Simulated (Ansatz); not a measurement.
Input file for Ansatz (an electronic-structure program): R-CCSD(T)/aug-cc-pVDZ on H2O (SMILES O).

Ansatz 0.2 input:
```yaml
crystal:
  periodic: [false, false, false]
  atoms:
    - {symbol: O, position_ang: [2.27910186, -0.07301822, -0.05780718]}
    - {symbol: H, position_ang: [2.84945786, -0.66278722, 0.43921982]}
    - {symbol: H, position_ang: [2.85109786, 0.27796978, -0.74318018]}
basis:
  gaussian:
    orbitals: aug-cc-pVDZ
magnetization: {spin_polarized: false}
correlation: {method: ccsd_t, electrons: outside_noble_gas}
scf: {lower_state_search: off}
```

The head of its log:

```
WARN ansatz: RAYON_NUM_THREADS=1 ignored (pool sized by the plan → 1); use --threads N
Functional definition: HF
these checks for a lower state are left out or cut short: stability, starts, cluster_reference, orbital_swaps, neighbouring_geometries, increment
integrals: 0.01 GiB planned
385 factors; integrals over basis functions are off by at most 7.7e-4 eV
mean field: 0.05 GiB planned
mean field evaluation 1: about -2067.3208 eV, gradient 3.3e1 eV
mean field evaluation 2: about -2067.3201 eV, gradient 3.3e1 eV
mean field evaluation 4: about -2069.1807 eV, gradient 1.5e0 eV
mean field evaluation 8: about -2069.1884 eV, gradient 5.7e-4 eV
mean field -2069.18836555 eV, -76.0412698878 hartree, gradient 1.9e-6 eV, S^2 0.000000; 0 other end points of the search recorded, 0 dependent functions left out
1 core orbitals not correlated
reference -2069.18836555 eV, -76.0412698878 hartree; 4, 4 occupied and 36, 36 virtual orbitals, 385 factors
```

Task: What total energy does the run end on?

Result: -76.2738 hartree (reference determinant -76.0413, T1 diagnostic 0.012).
